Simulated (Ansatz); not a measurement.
## Barium, bcc: convergence with cold smearing

Computed with Ansatz, r²SCAN, scalar-relativistic PAW, on the relaxed cell (a = 5.074 Å; spin not included). Errors count from a run at 500 eV on a Γ-centred 14×14×14 mesh with Fermi-Dirac smearing of 0.1 eV, extrapolated to zero width. Fixed here: cutoff 500 eV, mesh 9×9×9. The SCF starts from atomic densities corrected by a trained network.

```json
{"width (eV)": "0.01", "E(σ→0) error (meV/atom)": "-0.6", "F error (meV/atom)": "-0.6", "P (GPa)": "-0.01", "SCF iterations": "6"}
{"width (eV)": "0.1", "E(σ→0) error (meV/atom)": "-1.6", "F error (meV/atom)": "-2.0", "P (GPa)": "0.00", "SCF iterations": "6"}
{"width (eV)": "0.2", "E(σ→0) error (meV/atom)": "-2.2", "F error (meV/atom)": "1.2", "P (GPa)": "-0.01", "SCF iterations": "6"}
{"width (eV)": "0.3", "E(σ→0) error (meV/atom)": "2.3", "F error (meV/atom)": "5.2", "P (GPa)": "0.00", "SCF iterations": "6"}
{"width (eV)": "0.6", "E(σ→0) error (meV/atom)": "15.5", "F error (meV/atom)": "2.8", "P (GPa)": "0.16", "SCF iterations": "6"}
{"width (eV)": "1.0", "E(σ→0) error (meV/atom)": "26.5", "F error (meV/atom)": "-64.3", "P (GPa)": "0.41", "SCF iterations": "6"}
```

**Question.** What does the run at 0.03 give (width)?

**Answer.** E(σ→0) error (meV/atom): -0.5; F error (meV/atom): -0.6; P (GPa): -0.02; SCF iterations: 6.
